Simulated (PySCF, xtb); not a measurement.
disulfur (S2), SMILES S=S (connectivity only; charge and spin as stated), neutral, multiplicity 3.

Harmonic wavenumbers (cm⁻¹) from GFN2-xTB run with xtb at its own minimum, in rising order: 716.

What does PySCF with PBE0-D3(BJ)/def2-TZVPD give at its own minimum? (The exact figures need the calculation; the answer reports its results.)

753. Paired by order, the mean absolute difference is 38 cm⁻¹ and the zero-point energies are 1.0 and 1.1 kcal/mol.
